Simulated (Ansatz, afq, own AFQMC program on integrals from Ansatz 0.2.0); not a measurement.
## BSiH2, doublet: energetics from AFQMC and coupled cluster

```yaml
atoms:
  - { symbol: Si, position_ang: [0.0000, -0.0053, 0.5948] }
  - { symbol: B, position_ang: [0.0000, -0.0779, -1.2479] }
  - { symbol: H, position_ang: [0.0000, 1.1505, -0.7602] }
  - { symbol: H, position_ang: [0.0000, -0.1670, -2.4296] }
```

Geometry: a PBE0/def2-TZVP stationary point, not shown to be a minimum. Basis cc-pVTZ. Noble-gas cores (and the filled d shells of Ga–Kr and In–Xe) are frozen. AFQMC by an in-house program on the Cholesky factors that Ansatz 0.2.0 writes for its CCSD(T) run. The CISD trial takes its coefficients from CCSD amplitudes. Released means that phaseless walkers are propagated on without the constraint, phases kept. Uncertainties: one standard error, sampling alone.

Best estimates are CCSD(T) at the basis-set limit (def2-TZVPP/QZVPP) plus the step from CCSD(T) to the highest rung at hand in cc-pVTZ, named in the table (released AFQMC can keep some 10 meV of bias). No zero-point, core-correlation or spin–orbit terms. Other levels are in cc-pVTZ; a dash marks a level that is missing or breaks spin symmetry for a member.

Cautions: BSiH₂ (doublet): the ph-AFQMC/CISD walk drifts between its halves (2.0 errors), its ph-AFQMC/CISD value lies 30 ± 5 meV above CCSDT(Q); BSiH₂⁺ (triplet): another spin lies lower, unrestricted determinant slightly spin contaminated (⟨S²⟩ 2.07 against 2.00), the released energies are still falling, so no released level is given (meV from the phaseless value at times in 1/Eh: -9 ± 4 at 0.24, -15 ± 5 at 0.51, -18 ± 3 at 0.99, -21 ± 4 at 1.62, -29 ± 7 at 2.40), though the last usable value meets CCSDT(Q) within the noise, its ph-AFQMC/CISD value lies 36 ± 5 meV above CCSDT(Q); BSiH₂⁺ (singlet): restricted determinant unstable towards unrestricted (UHF 230 meV lower, ⟨S²⟩ 0.67); row 1: this isn't the first ionization.

```tsv
process	wB97M-V (kcal/mol)
to charge +1, triplet (vertical)	214.2
to charge +1, singlet (vertical)	200.3
to free atoms	258.6
```

From these values, estimate the best estimates.


| process | best estimate (kcal/mol) | highest rung |
| --- | --- | --- |
| to charge +1, triplet (vertical) | 215.5 | CCSDT(Q) |
| to charge +1, singlet (vertical) | 203.8 | CCSDT(Q) |
| to free atoms | 254.7 | CCSDT(Q) |

Errors against the best estimates in kcal/mol, in the same order:

```
        level    error, 1    error, 2    error, 3
          MP2        -2.6        -1.5        -7.6
      CCSD(T)        -2.1        -1.7        -8.1
ph-AFQMC/CISD  -2.0 ± 0.2  -1.7 ± 0.2  -7.9 ± 0.1
  CCSD(T)/CBS         0.0        -0.3        -0.5
          PBE        -3.7           –         6.6
       r2SCAN        -3.7           –         6.9
         PBE0        -2.8           –         2.9
        B3LYP        -1.0           –         1.4
      wB97M-V        -1.2        -3.5         3.9
       B2PLYP        -2.7           –        -1.4
```

Cost at the first geometry (cards were shared with other jobs): PBE0/cc-pVTZ, 1.6 s on 1 thread of AMD EPYC 7R13 Processor (Zen 3), on a shared host; UCCSD(T)/cc-pVTZ, 7.5 s on 1 × NVIDIA H100 80GB HBM3 with 1 thread of AMD EPYC 7R13 Processor (Zen 3), on a shared host; CCSD(T)/def2-QZVPP, 10 s on 1 × NVIDIA H100 80GB HBM3 with 1 thread of AMD EPYC 7R13 Processor (Zen 3) (shared host); CCSDT(Q), 18 s on 1 × NVIDIA H100 80GB HBM3 with 1 thread of AMD EPYC 7R13 Processor (Zen 3), with other jobs on the host; ph-AFQMC/CISD with release, 2.3 min on 1 × NVIDIA H100 80GB HBM3 with 2 threads of AMD EPYC 7R13 Processor (Zen 3) (shared host).

Best estimates are given only where the step beyond CCSD(T) is under 0.3 eV and no member's determinant is very poor (T1 over 0.05, or 0.07 for open shells, ⟨S²⟩ too high by 0.3, two states mixed), so the hardest cases are missing from such tables.

The functionals ran in a triple-zeta set and keep a basis error of their own, a few kJ/mol for each bond in atomization energies and more for double hybrids, so close places among them and the extrapolated levels can swap.

CCSDT and higher add their correlation energy to the determinant of the CCSD(T) run, since their own runs factorise the integrals more tightly (a shift of under 2 meV). Each member of a difference takes its own highest rung, so a best estimate needn't equal the limit plus the step of one row. A walk keeps the symmetry of its determinant, which the program's search chose and which needn't be the lowest solution, so a lower state of the same spin and another symmetry isn't excluded.
